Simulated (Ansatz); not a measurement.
C$_{3}$H$_{2}$FN. The species carries charge 0 and has multiplicity 1. The bonds changed during the relaxation, so this is another structure than the one it started from.

```xyz
7

F     0.032    1.115   -2.165
C    -0.187    1.287   -0.890
C    -0.625    0.192   -0.179
N    -1.153   -0.505    0.731
C     0.306   -0.587    0.721
H     0.786   -1.458    0.285
H     0.841   -0.044    1.496
```

Problem. Give the diagnostics of a CCSD(T)/def2-TZVPP run (frozen core, Ansatz 0.2.0). (Estimate.)

Solution. Computed: T1 = 0.0217, largest single amplitude 0.050, largest double 0.057, (T) share of the correlation energy 4.8 %, 14 CCSD cycles. The RHF solution is unstable towards an unrestricted one. T1 lies over the customary mark of 0.02 for closed shells.
